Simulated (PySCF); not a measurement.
Compound: 2,2,2-trifluoroethanol, C2H3F3O.
Atom-mapped SMILES: `[OH:1][CH2:2][C:3]([F:4])([F:5])[F:6]`

A calculation gives these core lines: C 1s: 293.55 (area 1), 298.46 (area 1) eV; O 1s: 539.85 eV; F 1s: 694.28 eV.

Method: delta-SCF UKS SCAN, pcX-2 on the ionised atom, pcseg-1 elsewhere, spin-free X2C (PySCF 2.14.0). The structure is a single PBE0-D3(BJ)/def2-SVP conformer in the gas phase; no vibrational or solvent corrections.

(1) Assign the C 1s lines to atoms.

Results:

(1) 293.55 eV: C2 (carbinol carbon (C–OH)); 298.46 eV: C3 (CF3 carbon). Lowest listed C 1s: C2, bonded to O, C and 2 H. Highest, 4.91 eV above it: C3, bonded to 3 F and C. Summing the Pauling electronegativity differences to the bonded atoms, each weighted by its formal bond order, gives +0.19 for the lowest site and +4.29 for the highest.

Bonded neighbours of each site: O1: C and H; C2: O, C and 2 H; C3: 3 F and C; F4/F5/F6: C.

Q: Which photon energy gives electrons from C 1s of C2 a kinetic energy of 100 eV, and what is their de Broglie wavelength?

A: hν = 293.55 + 100 = 393.55 eV, recoil neglected; λ = 12.264 Å/√(E/eV) = 1.23 Å.

One atom of each set of topologically equivalent atoms was ionised and stands for the set; in this conformer not all members are related by symmetry, and their own values weren't computed.

Conformer computed: `[OH:1][CH2:2][C:3]([F:4])([F:5])[F:6]`: O1–C2–C3–F4 56°, H–O1–C2–C3 -61°.
